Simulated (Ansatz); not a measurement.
Geometry optimisation, Ansatz, RKS PBE/def2-SVP.

The input (input.yaml):

```yaml
crystal:
  periodic: [false, false, false]
  atoms:
    - { symbol: B, position_ang: [0.051913, 0.613103, -0.225824] }
    - { symbol: H, position_ang: [0.023853, -0.564842, 1.866431] }
    - { symbol: "N", position_ang: [1.31316, 0.142479, -0.612089] }
    - { symbol: H, position_ang: [1.434282, -0.753151, -1.08334] }
    - { symbol: H, position_ang: [2.188622, 0.635797, -0.439564] }
    - { symbol: H, position_ang: [-0.95017, -0.023693, -0.475612] }
    - { symbol: S, position_ang: [-0.256783, 2.26039, 0.596598] }
    - { symbol: H, position_ang: [1.046075, 2.647314, 0.730194] }
    - { symbol: H, position_ang: [-0.146351, 0.107803, 2.066308] }
basis:
  gaussian: { orbitals: def2-SVP }
hamiltonian:
  xc: pbe
relax:
  f_tol: 0.03
  max_steps: 50
output:
  orbitals: {}
```

Launched with:

```bash
$ ansatz run input.yaml --threads 1 --pin off --max-ram 2048MiB --backend cpu --events-out ev --progress --plain --runs-dir out
```

Where does it end, and by what steps?

The run converged. After 20 steps the energy has fallen by 0.270 eV; H2 moved furthest, 1.80 Å.

| step | energy less start (eV) | largest force component (eV/Å) | accepted |
| --- | --- | --- | --- |
| 0 | 0.0000 | 1.905 | yes |
| 1 | -0.1513 | 0.333 | yes |
| 2 | -0.2041 | 0.249 | yes |
| 3 | -0.2332 | 0.089 | yes |
| 4 | -0.2416 | 0.118 | yes |
| 5 | -0.2473 | 0.099 | yes |
| 6 | -0.2517 | 0.040 | yes |
| 7 | -0.2500 | 0.551 | no |
| 8 | -0.2546 | 0.058 | yes |
| 9 | -0.2567 | 0.180 | yes |
| 10 | -0.2592 | 0.179 | yes |
| 11 | -0.2599 | 0.189 | yes |
| 12 | -0.2632 | 0.144 | yes |
| 13 | -0.2651 | 0.069 | yes |
| 14 | -0.2662 | 0.033 | yes |
| 15 | -0.2676 | 0.035 | yes |
| 16 | -0.2685 | 0.052 | yes |
| 17 | -0.2690 | 0.038 | yes |
| 18 | -0.2694 | 0.042 | yes |
| 19 | -0.2695 | 0.064 | yes |
| 20 | -0.2697 | 0.023 | yes |

```xyz
9
Properties=species:S:1:pos:R:3
B 0.117 0.704 -0.778
H -0.198 -0.421 3.649
N 1.415 0.301 -1.124
H 1.588 -0.342 -1.897
H 2.264 0.601 -0.643
H -0.835 0.287 -1.408
S -0.303 1.845 0.581
H 0.961 2.093 1.034
H -0.304 -0.003 3.009
```

Whether the end is a true minimum wasn't checked by a vibrational analysis.

Time of the run: 42 s on 1 thread of Arm Neoverse V1 (shared host), peak memory 0.14 GiB.
